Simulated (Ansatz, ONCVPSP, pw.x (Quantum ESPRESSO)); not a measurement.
# tungsten (fcc): variants of one ONCV potential in the solid

ONCVPSP 4.0.1.1 (patched build) input, shortened (lines: element, Z, core and valence counts, functional; n l f; lmax; l rc ep ncon nbas qcut; lloc lpopt rc5 dvloc0; l nproj debl; icmod fcfact rcfact), LDA (Perdew-Wang 92), scalar-relativistic:

```
  W 74.00   11    3  -001012      upf
    1    0    2.00
    2    0    2.00
    2    1    6.00
    3    0    2.00
    3    1    6.00
    3    2   10.00
    4    0    2.00
    4    1    6.00
    4    2   10.00
    4    3   14.00
    5    0    2.00
    5    1    6.00
    5    2    4.00
    6    0    2.00
    2
    0    2.70    0.00    4    7    2.10
    1    1.85    0.00    3    6    5.80
    2    1.70    0.00    3    7    6.20
    4    5    1.65    6.00
    0    2    0.90
    1    3    2.90
    2    2    1.90
    2    0.75    0.85
```

Crystal test: fcc W in pw.x 7.5, no spin, 14³ k-points, Fermi–Dirac smearing 0.01 Ry, cutoffs set for each file from its atomic test. The reference is all-electron LAPW (Ansatz 0.2.0) with the same functional, mesh and smearing; V0 and B0 come from Birch–Murnaghan fits to the pressures at five volumes. Errors are pseudo minus all-electron; Δ is the rms difference of the E(V) curves that follow from these fits, minima aligned, over ±6 % about the mean V0. Mesh and smearing are coarse, so the numbers serve the comparison and aren't converged zero-temperature values; the lattice is a test structure that the element need not adopt.

All-electron: a0 = 3.975 Å (V0 = 15.70 Å³/atom), B0 = 309.7 GPa.

```tsv
change	cutoffs (Ry)	pw.x	a0 (Å)	a0 error (%)	B0 error (%)	Δ (meV/atom)	mean pressure error (GPa)
base	50/200	converged	3.966	-0.23	-0.0	7.3	-2.14
p: rc 1.42; local potential polynomial inside 1.42 bohr (lpopt 5, dvloc0 6 Ha)	170/680	converged	3.958	-0.41	+0.3	13.1	-3.80
p: rc 1.62; local potential polynomial inside 1.62 bohr (lpopt 5, dvloc0 6 Ha)	60/240	converged	3.964	-0.26	+0.1	8.3	-2.43
p: rc 2.02	50/200	converged	3.965	-0.23	+0.0	7.5	-2.18
p: rc 2.62	50/200	converged; energies reset by the program	3.966	-0.22	+0.1	6.9	-2.02
```

Q: Give the row for: p: rc 2.28.

A: pw.x: converged; mean pressure error (GPa): -2.17; a0 (Å): 3.966; a0 error (%): -0.23; B0 error (%): +0.1; Δ (meV/atom): 7.4.
